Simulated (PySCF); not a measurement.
**Dipole moment and polarisability of `O=C=C(F)F`**

Compound: C2F2O.
Structure used (GFN2-xTB), in Å, numbered top down from 1:
```xyz
5
C2F2O angstrom
O      1.958    0.011   -0.466
C      0.826    0.005   -0.206
C     -0.443   -0.002    0.111
F     -1.168    1.109    0.291
F     -1.165   -1.120    0.253
```

Level: PBE0/def2-SVPD (PySCF), static field, nuclei fixed, core orbitals frozen in the response. The polarisability tensor in these axes (au):

```
x   41.50  0.12 -5.22
y    0.12 23.51  0.03
z   -5.22  0.03 21.49
```

Question: What are the eigenvalues, a third of the trace, and Δα (Δα² = ½Σ(αi − αj)² over the three pairs)?

Answer: Principal values 20.21, 23.51 and 42.78 au; mean 28.83 au = 4.27 Å³ = 4.75 × 10⁻⁴⁰ C²·m²/J; Δα = 21.12 au (73 % of the mean).

Question: What is the dipole moment?

Answer: 0.16 D at this geometry.

Question: Sum over states: ᾱ = Σ f/ω², ω in Eh. What share falls to these 6 lowest TDDFT singlets (eV, f)? 2.12, 0.0000; 6.22, 0.0123; 7.19, 0.0029; 7.94, 0.0000; 8.03, 0.0321; 8.44, 0.0000.

Answer: They add up to 0.64 au, 2.2 % of the 28.83 au; the largest single term is 0.37 au, from the state at 8.03 eV. Terms in order: 0.00, 0.23, 0.04, 0.00, 0.37, 0.00 au. Higher excitations give the rest. The strengths listed sum to 0.047.

Question: In a dilute gas of rigid molecules at 400 K, how does the orientational term μ²/3kT compare with the electronic polarisability?

Answer: In Gaussian units μ²/3kT = 0.16 Å³ against 4.27 Å³, a ratio of 0.04; the Debye molar polarisation (4π/3)N_A(α + μ²/3kT) is 11.2 cm³/mol, leaving out the vibrational part.

Question: Find the Langevin capture rate constant for H3O+ (19.018 u) meeting this molecule (77.992 u), k = 2.342 × 10⁻⁹ cm³/s × √(α in Å³ / reduced mass in u).

Answer: The reduced mass is 15.29 u, so k = 1.24 × 10⁻⁹ cm³/s.

Question: Along which axes do the principal values lie, and how far do the nuclei extend along each?

Answer: Largest value along (0.97, 0.01, -0.24), where the nuclei span 3.21 Å; middle along (0.00, 1.00, 0.02), 2.23 Å; least along (0.24, -0.02, 0.97), 0.03 Å. The response follows the extents in order.

Question: Rayleigh depolarisation ratio (linearly polarised light, static tensor)?

Answer: ρ = 3Δα²/(45ᾱ² + 4Δα²) = 1338.3/(37413 + 1784.4) = 0.0341.

Geometry: GFN2-xTB; no solvent, vibrations or thermal averaging.
